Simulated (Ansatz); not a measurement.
For HfO₂ (P2₁/c, No. 14), PBE (Ansatz, a program for electronic structure, PAW) gives:

```
Quantity                       Result
---------------------  --------------
volume per atom         11.83 Å³/atom
enthalpy of formation  -3.460 eV/atom
```

### Question
What does r²SCAN (Ansatz, plane waves, PAW) give for the same quantities?

### Answer

- equilibrium volume per atom: 11.53 Å³/atom (decreases by 2.5 %)
- formation enthalpy: -3.802 eV/atom (moves by -0.342 eV/atom)

Changes are worked out from the printed values.

Unless a cell is named, each level is at its own relaxed cell (PBE 11.83, r²SCAN 11.53 Å³/atom).

Levels without +SOC leave out spin–orbit coupling, which shifts energies and cells of such heavy elements.

Caveats: the relaxation could not lower the start's symmetry, so the cell can be a saddle point above a distorted one (PBE, r²SCAN). Ansatz's density-functional and Hartree–Fock values are scalar-relativistic unless marked +SOC, with PAW data made under PBE.
